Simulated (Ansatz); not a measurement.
Input for Ansatz (development build ahead of 0.2.0):

```yaml
crystal:
  periodic: [false, false, false]
  atoms:
    - { symbol: O, position_ang: [0.0, 0.0, 0.1193] }
    - { symbol: H, position_ang: [0.0, 0.7632, -0.477] }
    - { symbol: H, position_ang: [0.0, -1.3357, -0.9243] }
basis:
  gaussian: { orbitals: pcseg-2 }
magnetization:
  spin_polarized: true
hamiltonian:
  xc: pbe0
```

The input is written out in the form of the current development build from the run's settings.

The run gave:

- Converged: yes
- Total energy: -76.23710 hartree
- Spin squared of the determinant: 0.211
- Stability test: minimum

Caution: the unrestricted determinant is spin contaminated.
